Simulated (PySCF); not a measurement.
C₅H₉ (doublet state).
Numbering: `[CH2:1]=[C:2][CH2:3][CH2:4][CH3:5]` (hydrogens: H6, H7 on C1; H8, H9 on C3; H10, H11 on C4; H12, H13, H14 on C5)

Geometry (GFN2-xTB, Å), atoms numbered from 1 in this order:
```
atom  x, y, z in Å
C1     2.576    0.396    0.203
C2     1.732   -0.455   -0.283
C3     0.313   -0.743   -0.422
C4    -0.599    0.354    0.169
C5    -2.068   -0.017    0.026
H6     3.644    0.266    0.100
H7     2.292    1.301    0.747
H8     0.092   -1.693    0.075
H9     0.076   -0.865   -1.484
H10   -0.350    0.490    1.222
H11   -0.400    1.295   -0.348
H12   -2.322   -0.179   -1.019
H13   -2.287   -0.928    0.579
H14   -2.700    0.779    0.412
```

The hyperfine couplings belong to this conformer and change with its torsions.

Method used: PySCF, UKS B3LYP, pcH-1 on C H, non-relativistic, mean-field spin-orbit, GIAO. Isolated species at its GFN2-xTB geometry (one conformer only). The geometry wasn't refined by DFT: couplings that depend on bond lengths, twists or pyramidal angles can differ widely from those at the functional's own minimum. No stability test was run, so a lower SCF solution isn't excluded.

Task: Give the principal g shifts and their parts.

Result: 
| Δg (ppm) | 1 | 2 | 3 |
| --- | --- | --- | --- |
| relativistic mass correction | -152 | -152 | -152 |
| gauge correction | 33 | 7 | -4 |
| orbital Zeeman/spin–orbit | -714 | -51 | 771 |
| total | -834 | -197 | 615 |

So g = 2.00149, 2.00212, 2.00293 and g_iso = 2.00218; the tensor is rhombic: the two nearest values differ by 44 % of g3 − g1. Axes: g2 points within 14° of the C1–H7 bond.

Task: At 9.32 GHz, how far is the centre of the isotropic spectrum from where a free electron (g = 2.002319) resonates?

Result: B = hν/(g μB) with μB/h = 13.99624 MHz/mT gives 332.56 mT for the free electron and 332.58 mT at g_iso, 0.02 mT higher.

Task: What effective moment and Curie constant follow for a powder?

Result: With the mean of g² = 4.0087 and S(S+1) = 0.75: μ_eff = √(⟨g²⟩S(S+1)) = 1.734 μB and χT = 0.12505·⟨g²⟩·S(S+1) = 0.376 cm³ K/mol (cgs; spin-Hamiltonian part alone).

Task: Average each term over the three axes. Which is largest in size?

Result: The mass correction -152, the gauge correction 12 and the orbital-Zeeman/spin–orbit term 2 ppm, for a total of -139 ppm. The mass correction is the largest in size. The mass correction is the same along every axis, so the anisotropy comes from the other two: their spans along these axes are 37 (gauge) and 1485 ppm (orbital Zeeman/spin–orbit).

Task: In a frozen sample, at which fields do the three g values resonate at 9.5, 34, 94 and 263 GHz (hyperfine left aside), and which band first spreads them over more than twice a line width of 0.3 mT?

Result: 
| band | GHz | B(g3) mT | B(g2) mT | B(g1) mT | spread mT |
| --- | --- | --- | --- | --- | --- |
| X | 9.5 | 338.88 | 339.02 | 339.12 | 0.25 |
| Q | 34.0 | 1212.83 | 1213.32 | 1213.71 | 0.88 |
| W | 94.0 | 3353.12 | 3354.48 | 3355.55 | 2.43 |
| J | 263.0 | 9381.61 | 9385.42 | 9388.40 | 6.79 |

The spread grows in proportion to the frequency. Q band is the first where it exceeds 0.6 mT.

Largest spin populations (Mulliken): C2 (+0.99), C1 (-0.16), H7 (+0.09) and C4 (+0.06). No atom but C2 exceeds +0.15.

The HOMO–LUMO gaps are 6.19 eV among the α and 5.48 eV among the β orbitals.
